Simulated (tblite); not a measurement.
Species: C4H5O2 (doublet state).
Atom-mapped SMILES: `[CH3:1][C:2](=[O:3])[C@H:4]1[CH:5][O:6]1` (hydrogens: H7, H8, H9 on C1; H10 on C4; H11 on C5)
Bond orders are those of one Lewis drawing.

Computed with GFN2-xTB (tblite), gas phase: L-BFGS steps from a force-field or distance-geometry start until the largest atomic force falls under 0.01 eV/Å.

Step 10: E = -520.0278 eV
```
atom  x, y, z in Å  |  force x, y, z in eV/Å
C1     -1.2951    0.4270    0.0376    0.036  -0.050  -0.027
C2     -0.3616   -0.5077   -0.6873   -0.013   0.049  -0.055
O3     -0.6382   -1.0341   -1.7364   -0.026  -0.053  -0.043
C4      0.9947   -0.7116   -0.0855   -0.039   0.039   0.017
C5      1.7166    0.4100    0.4953    0.016  -0.001   0.051
O6      1.1416   -0.4855    1.3221   -0.009   0.015   0.041
H7     -1.2287    1.4118   -0.4275    0.008  -0.039   0.012
H8     -2.3137    0.0688   -0.0899   -0.007   0.030   0.027
H9     -1.0508    0.5126    1.0921   -0.005  -0.039   0.013
H10     1.5646   -1.5458   -0.4846   -0.024   0.034  -0.004
H11     1.4761    1.4571    0.5380    0.064   0.015  -0.032
```

Step 11: E = -520.0286 eV
```
atom  x, y, z in Å  |  force x, y, z in eV/Å
C1     -1.2948    0.4257    0.0364   -0.011  -0.015   0.022
C2     -0.3629   -0.5060   -0.6890    0.021  -0.014  -0.061
O3     -0.6392   -1.0350   -1.7371   -0.021  -0.041  -0.039
C4      0.9933   -0.7094   -0.0861   -0.013   0.011   0.040
C5      1.7170    0.4100    0.4953    0.029   0.000   0.055
O6      1.1407   -0.4831    1.3234   -0.025  -0.006  -0.007
H7     -1.2263    1.4107   -0.4283   -0.006  -0.036   0.021
H8     -2.3148    0.0685   -0.0878    0.008   0.040   0.010
H9     -1.0506    0.5093    1.0918    0.001  -0.031  -0.008
H10     1.5637   -1.5450   -0.4837   -0.042   0.051   0.004
H11     1.4793    1.4570    0.5391    0.059   0.041  -0.036
```

Problem. Estimate the geometry and energy of step 12. (The exact step hangs on the optimiser's Hessian estimate; all steps are aligned on step 11, rigid shifts and turns removed.)

Solution. E = -520.0295 eV, largest force 0.089 eV/Å
```
atom  x, y, z in Å  |  force x, y, z in eV/Å
C1     -1.2946    0.4240    0.0353   -0.046   0.014   0.052
C2     -0.3641   -0.5046   -0.6921    0.036  -0.069  -0.043
O3     -0.6406   -1.0369   -1.7385   -0.005  -0.022  -0.024
C4      0.9915   -0.7067   -0.0861    0.014  -0.005   0.039
C5      1.7181    0.4101    0.4965    0.029   0.004   0.047
O6      1.1392   -0.4808    1.3249   -0.043  -0.018  -0.042
H7     -1.2239    1.4090   -0.4287   -0.018  -0.022   0.028
H8     -2.3158    0.0690   -0.0855    0.011   0.039  -0.008
H9     -1.0503    0.5052    1.0914    0.011  -0.025  -0.023
H10     1.5619   -1.5432   -0.4827   -0.046   0.054   0.008
H11     1.4840    1.4576    0.5395    0.057   0.051  -0.034
```

The energy changes by -0.0008 eV. The first-order estimate −F·Δx gives -0.0011 eV and the mean of the old and new forces, exact on a quadratic surface, -0.0008 eV. The step makes an angle of 52° with the force vector and moves no atom by more than 0.005 Å.

The cost below is that of the whole relaxation. Hardware: one thread of an AMD EPYC 9R45, shared host with 96 logical CPUs at a one-minute load of 50. Cost: 0.15 s wall.
